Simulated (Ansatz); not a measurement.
Basis-set extrapolation for C2H4O2S (`O=CC(O)S`) (PBE0-D4/def2-TZVP geometry, frozen core, Ansatz 0.2.0). Multiplicity 1, RHF reference.

|  | def2-TZVPP | def2-QZVPP |
| --- | --- | --- |
| HF | -625.408204 | -625.429896 |
| MP2 correlation | -0.970845 | -1.045816 |
| CCSD(T) correlation | -1.043685 | not run |

Energies in hartree. Use E(X) = E(∞) + A·exp(−7.88·√X) for Hartree–Fock and E(X) = E(∞) + B·X^(−2.97) for correlation, with X = 3 and 4, and add CCSD(T) minus MP2 of the smaller set to the MP2 limit.

Question: What is the CCSD(T) energy at the basis-set limit?

Answer: HF limit: -625.429896 + (-0.021692) × 0.13774 = -625.43288. MP2 limit: -1.045816 + (-0.074971) × 0.74074 = -1.10135. Higher-order term: -1.043685 − (-0.970845) = -0.07284. Total: -626.60707 hartree, 97.4 kcal/mol below CCSD(T)/def2-TZVPP.
